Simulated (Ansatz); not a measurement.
The reference is CdTe in the zinc blende structure (space group F-43m, No. 216; a = 6.4892 Å).

Level of theory: Kohn–Sham DFT with the PBEsol functional, run in Ansatz (a first-principles code) with PAW and 420 eV plane waves, without spin-orbit coupling.

One thing is altered: Be takes the place of Cd on all its sites, then cell and atoms are relaxed.

Measured lattice parameter a: CdTe 6.48 Å (room temperature; as listed in M J Lucero, T M Henderson, G E Scuseria, Journal of Physics Condensed Matter (2012)); BeTe 5.626 Å (temperature not stated; as listed in Fabio Bernardini, Maria Peressi, Vincenzo Fiorentini, Phys. Rev. B (2000)).

How well does PBEsol reproduce the measured shift?

With PBEsol the lattice parameter a moves by -0.885 Å (6.489 → 5.604) against -0.854 Å measured.

Stability against distortions was not tested.
